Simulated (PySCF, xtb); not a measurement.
Bonds broken one at a time in the series Ga F-Cl. Isolated molecules, 0 K electronic values unless said otherwise. Strings in code marks are SMILES.

Quantity: homolytic bond dissociation enthalpy at 298 K (no spin–orbit term), in eV. Enthalpy corrections at 298 K come from GFN2-xTB frequencies (xtb).

Level 1: B3LYP-D3(BJ)/def2-TZVP // PBE0-D4/def2-TZVP (PySCF)
Level 2: PBE-D3(BJ)/def2-TZVP // PBE0-D4/def2-TZVP (PySCF)
Level 3: PBE0-D4/def2-TZVP (PySCF)
Level 4: frozen-core MP2/6-31G* // PBE0-D4/def2-TZVP (PySCF)

| species | level 2 | level 3 | level 4 |
|---|---|---|---|
| Ga–Cl bond of `[F][Ga]([F])[Cl]`, giving `[Cl]` and `[F][Ga][F]` | 4.17 | 4.23 | 4.14 |
| F–Ga bond of `[F][Ga]([F])[Cl]`, giving `[F]` and `[F][Ga][Cl]` | 5.30 | 5.15 | 5.48 |
| F–Ga bond of `[F][Ga]([Cl])[Cl]`, giving `[Cl][Ga][Cl]` and `[F]` | 5.32 | 5.17 | 5.50 |
| Cl–Ga bond of `[Cl][Ga]([Cl])[Cl]`, giving `[Cl]` and `[Cl][Ga][Cl]` | 4.18 | 4.23 | 4.12 |
| Ga–Cl bond of `[F][Ga]([Cl])[Cl]`, giving `[Cl]` and `[F][Ga][Cl]` | 4.18 | 4.23 | 4.13 |

What does level 1 give for each?


- Ga–Cl bond of `[F][Ga]([F])[Cl]`, giving `[Cl]` and `[F][Ga][F]`: 4.04
- F–Ga bond of `[F][Ga]([F])[Cl]`, giving `[F]` and `[F][Ga][Cl]`: 5.11
- F–Ga bond of `[F][Ga]([Cl])[Cl]`, giving `[Cl][Ga][Cl]` and `[F]`: 5.12
- Cl–Ga bond of `[Cl][Ga]([Cl])[Cl]`, giving `[Cl]` and `[Cl][Ga][Cl]`: 4.03
- Ga–Cl bond of `[F][Ga]([Cl])[Cl]`, giving `[Cl]` and `[F][Ga][Cl]`: 4.04
